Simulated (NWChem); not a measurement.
Program: NWChem. System: N, charge 0, spin multiplicity 4. Its SCF solution wasn't tested for a lower state. Level: UMP2/cc-pVDZ, 1 core orbitals frozen.

Input file:

```
start mol
memory heap 200 mb stack 900 mb global 1100 mb
geometry units angstroms nocenter noautoz
  N      0.000000     0.000000     0.000000
  symmetry group D2h
end
basis spherical
  * library cc-pvdz
end
scf
  uhf
  nopen 3
  maxiter 100
  thresh 1e-7
  semidirect memsize 60000000 filesize 0
  # guess.movecs holds the orbitals of an unrestricted PBE0 run
  vectors input guess.movecs output mol.movecs
end
mp2
  freeze core 1
end
task mp2 energy
```

NWChem printed:

```
             Northwest Computational Chemistry Package (NWChem) 7.3.0
             --------------------------------------------------------

                                NWChem Input Module
                                -------------------

 Scaling coordinates for geometry "geometry" by  1.889725989
 (inverse scale =  0.529177249)

                             Geometry "geometry" -> ""
                             -------------------------

 Output coordinates in angstroms (scale by  1.889725989 to convert to a.u.)

  No.       Tag          Charge          X              Y              Z
 ---- ---------------- ---------- -------------- -------------- --------------
    1 N                    7.0000     0.00000000     0.00000000     0.00000000

 Effective nuclear repulsion energy (a.u.)       0.0000000000

            Nuclear Dipole moment (a.u.)
            ----------------------------
        X                 Y               Z
 ---------------- ---------------- ----------------
     0.0000000000     0.0000000000     0.0000000000

      Symmetry information
      --------------------

 Group name             D2h
 Group number             26
 Group order               8
 No. of unique centers     1

      Symmetry unique atoms

     1


 Summary of "ao basis" -> "" (spherical)
 ------------------------------------------------------------------------------
       Tag                 Description            Shells   Functions and Types
 ---------------- ------------------------------  ------  ---------------------
 *                          cc-pvdz                   on all atoms

 Summary of "ao basis" -> "ao basis" (spherical)
 ------------------------------------------------------------------------------
       Tag                 Description            Shells   Functions and Types
 ---------------- ------------------------------  ------  ---------------------
 N                          cc-pvdz                  6       14   3s2p1d

                                 NWChem SCF Module
                                 -----------------

  ao basis        = "ao basis"
  functions       =    14
  atoms           =     1
  alpha electrons =     5
  beta  electrons =     2
  charge          =   0.00
  wavefunction    = UHF
  use symmetry    = T
  symmetry adapt  = T

 Summary of "ao basis" -> "ao basis" (spherical)
 ------------------------------------------------------------------------------
       Tag                 Description            Shells   Functions and Types
 ---------------- ------------------------------  ------  ---------------------
 N                          cc-pvdz                  6       14   3s2p1d

      Symmetry analysis of basis
      --------------------------

        ag          5
        au          0
        b1g         1
        b1u         2
        b2g         1
        b2u         2
        b3g         1
        b3u         2

 Forming initial guess at       0.0s

   Symmetry analysis of molecular orbitals - initial alpha
   -------------------------------------------------------

  Numbering of irreducible representations:

     1 ag          2 au          3 b1g         4 b1u         5 b2g
     6 b2u         7 b3g         8 b3u

  Orbital symmetries:

     1 ag          2 ag          3 b2u         4 b3u         5 b1u
     6 b2u         7 b3u         8 b1u         9 ag         10 ag
    11 b1g        12 b2g        13 b3g        14 ag

   Symmetry analysis of molecular orbitals - initial beta
   ------------------------------------------------------
[...]
           0.000000000000           0.000000000000           0.000000000000
           0.000000000000           0.000000000000           0.000000000000

  Mulliken analysis of the total density
  --------------------------------------

    Atom       Charge   Shell Charges
 -----------   ------   -------------------------------------------------------
    1 N    7     7.00   2.00  0.90  1.09  1.88  1.12  0.00

  Mulliken analysis of the alpha density
  --------------------------------------

    Atom       Charge   Shell Charges
 -----------   ------   -------------------------------------------------------
    1 N    7     5.00   1.00  0.50  0.50  1.88  1.12  0.00

   Mulliken analysis of the beta density
   -------------------------------------

    Atom       Charge   Shell Charges
 -----------   ------   -------------------------------------------------------
    1 N    7     2.00   1.00  0.40  0.60  0.00  0.00  0.00

   Mulliken analysis of the spin density
   -------------------------------------

    Atom       Charge   Shell Charges
 -----------   ------   -------------------------------------------------------
    1 N    7     3.00   0.00  0.10 -0.10  1.88  1.12 -0.00

       Multipole analysis of the density wrt the origin
       ------------------------------------------------

     L   x y z        total         alpha         beta         nuclear
     -   - - -        -----         -----         ----         -------
     0   0 0 0     -0.000000     -5.000000     -2.000000      7.000000

     1   1 0 0     -0.000000     -0.000000      0.000000      0.000000
     1   0 1 0     -0.000000     -0.000000      0.000000      0.000000
     1   0 0 1     -0.000000     -0.000000      0.000000      0.000000

     2   2 0 0     -3.945093     -3.165011     -0.780082      0.000000
     2   1 1 0      0.000000      0.000000      0.000000      0.000000
     2   1 0 1      0.000000      0.000000      0.000000      0.000000
     2   0 2 0     -3.945093     -3.165011     -0.780082      0.000000
     2   0 1 1      0.000000      0.000000      0.000000      0.000000
     2   0 0 2     -3.945093     -3.165011     -0.780082      0.000000

                   NWChem MP2 Semi-direct Energy/Gradient Module
                   ---------------------------------------------

  Basis functions       =     14
  Molecular orbitals    =     14
  Frozen core           =      1
  Frozen virtuals       =      0
  Active alpha occupied =      4
  Active beta occupied  =      1
  Active alpha virtual  =      9
  Active beta virtual   =     12
  Use MO symmetry       = T
  Use skeleton AO sym   = T

  AO/Fock/Back tols     =   1.0D-09  1.0D-09  1.0D-09

 GA uses MA = F    GA memory limited = T

 Available:
  local mem=  1.26D+08
 global mem=  1.44D+08
 local disk=  0.00D+00
  mp2_memr nvloc                     9
  nvloc new                     9
   1 passes of   4:        2097152                       1317                     13216.
   1 passes of   4: M    126155571           G      144178808           F     124058419.

 Semi-direct pass number   1 of   1  for UHF alpha       at        0.1s
  vrange nnbf                   105
  mp2_eaftype                    10  avail_ma_in_mb                  1099
 EAF : mp2_eaftype filesize          10       6608.
  mp2_eaf for mointskh                     10
Node 0 wrote      0.0 Mb in      0.0 s     Agg I/O rate:   407.7 Mb/s
 Done moints_semi at        0.1s
  mp2_eaftype                    10  avail_ma_in_mb                  1089
 EAF : mp2_eaftype filesize          10       6608.
  mp2_eaf for kh                    10
 Done maket at        0.1s
 Done multipass loop at        0.1s

 GA uses MA = F    GA memory limited = T

 Available:
  local mem=  1.26D+08
 global mem=  1.44D+08
 local disk=  0.00D+00
  mp2_memr nvloc                    12
  nvloc new                    12
   1 passes of   1:        2097152                        705                      4648.
   1 passes of   1: M    126155571           G      144178808           F     124058419.

 Semi-direct pass number   1 of   1  for UHF beta        at        0.2s
  vrange nnbf                   105
  mp2_eaftype                    10  avail_ma_in_mb                  1099
 EAF : mp2_eaftype filesize          10       2324.
  mp2_eaf for mointskh                     10
Node 0 wrote      0.0 Mb in      0.0 s     Agg I/O rate:   271.8 Mb/s
 Done moints_semi at        0.2s
  mp2_eaftype                    10  avail_ma_in_mb                  1089
 EAF : mp2_eaftype filesize          10       2324.
  mp2_eaf for kh                    10
 Done maket at        0.2s
 Done multipass loop at        0.2s

          -------------------------------------------
          SCF energy                 -54.391114562190
          Correlation energy          -0.070740523252
          Singlet pairs                0.000000000000
          Triplet pairs                0.000000000000
          Total MP2 energy           -54.461855085442
          -------------------------------------------

          ---------------------------------------------------
                    Spin Component Scaled (SCS) MP2
          Same spin pairs                     -0.021421092999
          Same spin scaling factor             0.333333333333
          Opposite spin pairs                 -0.049319430253
          Opposite spin scaling fact.          1.200000000000
          SCS-MP2 correlation energy          -0.066323680637
          Total SCS-MP2 energy               -54.457438242826
          ---------------------------------------------------

 -----------------------
 Performance information
 -----------------------

 Timer overhead =  2.06D-07 seconds/call

               Nr. of calls         CPU time (s)                 Wall time (s)                GFlops
             ---------------    -------------------     ------------------------------   -------------------
Name         Min   Avg   Max    Min     Avg     Max     Min     Avg     Max   Mx/calls   Min     Max     Sum
mp2: moin     2     2     2   6.22E-2 6.22E-2 6.22E-2  6.22E-2 6.22E-2 6.22E-2 3.11E-2   0.0     0.0     0.0
mp2: make     2     2     2   9.64E-4 9.64E-4 9.64E-4  9.64E-4 9.64E-4 9.64E-4 4.82E-4   0.0     0.0     0.0
mp2: tota     1     1     1   8.76E-2 8.76E-2 8.76E-2  8.76E-2 8.76E-2 8.76E-2 8.76E-2   0.0     0.0     0.0

 The average no. of pstat calls per process was 5.00D+00
 with a timing overhead of 1.03D-06s

 Task  times  cpu:        0.2s     wall:        0.2s

 Total times  cpu:        0.2s     wall:        0.2s
```
